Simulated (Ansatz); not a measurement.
C5H10 can be A, `CC1CCC1`, or B, `C=CCCC`.

Program: Ansatz. Geometries: PBE0-D4/def2-TZVP. ΔE: electronic, gas phase. CCSD(T)/CBS adds triple-zeta CCSD(T) − MP2 to the extrapolated MP2 energy (def2 sets, frozen cores). Functionals use def2-TZVPP. B3LYP here is the variant with VWN-RPA as its local correlation; programs differ in this. Each species was taken in one conformer, which may not be the lowest.

Question: Which is lower in electronic energy at CCSD(T)/CBS, and by how much? (An estimate is asked.)

Answer: Computed: B, by 4.0 kcal/mol.

Question: Give E(B) − E(A) in kcal/mol with PBE0-D4, MP2/def2-TZVPP, CCSD/def2-TZVPP, B3LYP-D4, r2SCAN-D4, CCSD(T)/def2-TZVPP, B3LYP. (Estimate.)

Answer: Computed: PBE0-D4 -0.6, MP2/def2-TZVPP -1.5, CCSD/def2-TZVPP -3.4, B3LYP-D4 -6.3, r2SCAN-D4 -3.6, CCSD(T)/def2-TZVPP -3.5, B3LYP -7.5. None reverses the order clearly.

Largest T1 diagnostic: 0.009.

From PBE to PBE0 (25 % exact exchange), in def2-TZVPP and without D4, E(B) − E(A) moves by +1.8 kcal/mol. The D4 term adds +1.2 kcal/mol with B3LYP and +0.6 kcal/mol with PBE0; it sums over pairs of atoms, weighted by their polarisabilities, and B3LYP, whose exchange is more repulsive, gets the larger term.
